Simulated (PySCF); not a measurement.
## Frontier levels across methods

Species: C₄H₅NO.
SMILES with atom numbers: `[N:1]#[C:2][CH2:3][C@@H:4]1[CH2:5][O:6]1` (hydrogens: H7, H8 on C3; H9 on C4; H10, H11 on C5)

Structure used (PBE0-D3(BJ)/def2-SVP), in Å, numbered top down from 1:
```
atom  x, y, z in Å
N1    -1.8724    1.7493    0.5233
C2    -1.4248    0.7707    0.0986
C3    -0.8439   -0.4637   -0.4115
C4     0.4246   -0.8510    0.3171
C5     1.7387   -0.4932   -0.2115
O6     1.2215   -1.8027   -0.3369
H7    -0.6311   -0.3523   -1.4865
H8    -1.5900   -1.2702   -0.3140
H9     0.3123   -0.9943    1.4010
H10    2.5882   -0.3784    0.4727
H11    1.8028    0.0856   -1.1422
```

Basis pcSseg-2 throughout (PySCF), one geometry. The structure is a single PBE0-D3(BJ)/def2-SVP conformer in the gas phase; no vibrational or solvent corrections.

Q: How do the orbital energies, the gap and the dipole change with the method?

A: 
```
   method                    kind  HOMO (eV)  LUMO (eV)  gap (eV)  μ (D)  SCF cycles
     BLYP                     GGA      -6.83      -0.69      6.14   2.39          16
     OPBE                     GGA      -6.90      -0.62      6.28   2.49          16
      PBE                     GGA      -6.93      -0.76      6.17   2.44          16
    B97-D                     GGA      -6.95      -0.66      6.29   2.42          16
     BP86                     GGA      -7.03      -0.80      6.23   2.43          16
      LDA                     LDA      -7.07      -0.99      6.09   2.46          15
      KT2                     GGA      -7.10      -0.76      6.34   2.41          16
      KT3                     GGA      -7.11      -0.79      6.32   2.41          16
    B97-2           global hybrid      -8.29       0.17      8.46   2.39          14
    B3LYP           global hybrid      -8.32      -0.12      8.20   2.36          14
     PBE0           global hybrid      -8.59       0.18      8.76   2.40          14
 mPW1PW91           global hybrid      -8.62       0.16      8.78   2.39          14
CAM-B3LYP  range-separated hybrid     -10.05       0.94     10.99   2.33          14
BHandHLYP           global hybrid     -10.19       0.79     10.97   2.33          14
  wB97X-D  range-separated hybrid     -10.49       1.92     12.42   2.37          14
  LC-wPBE  range-separated hybrid     -11.37       2.09     13.47   2.34          14
       HF            Hartree–Fock     -12.49       2.40     14.89   2.35          11
```

The HOMO spans 5.66 eV, from BLYP down to HF, and the gap runs from 6.09 eV (LDA) to 14.89 eV (HF). Over the methods BLYP (0 %), OPBE (0 %), PBE (0 %), B97-D (0 %), BP86 (0 %), LDA (0 %), KT2 (0 %), KT3 (0 %), B97-2 (21 %), B3LYP (20 %), PBE0 (25 %), mPW1PW91 (25 %), BHandHLYP (50 %), HF (100 %), a straight line through the gap against the share of exact exchange rises by 0.89 eV for each 10 % (correlation coefficient 0.997). The dipole ranges from 2.33 D (CAM-B3LYP) to 2.49 D (OPBE). This basis has no diffuse functions.

The vertical ΔSCF ionisation energy at CAM-B3LYP/def2-SVPD is 11.08 eV; −ε(HOMO) comes closest to it with LC-wPBE (11.37 eV).
